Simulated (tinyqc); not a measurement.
Worked calculation: RKS/BLYP in the sto-3g basis, for LiH, spin multiplicity 1. One step of it, computed by the program tinyqc.

Problem. Iteration 2: DIIS coefficients. Solve [B -1; -1 0][c; lambda] = [0; -1] for the coefficients, which sum to one.

B (overlaps of the stored error matrices):
```
               1              2
1  1.0970100e-02  2.2428459e-03
2  2.2428459e-03  1.9170902e-03
```

Give: DIIS coefficients.

Solution.

DIIS coefficients: -0.0388  1.0388
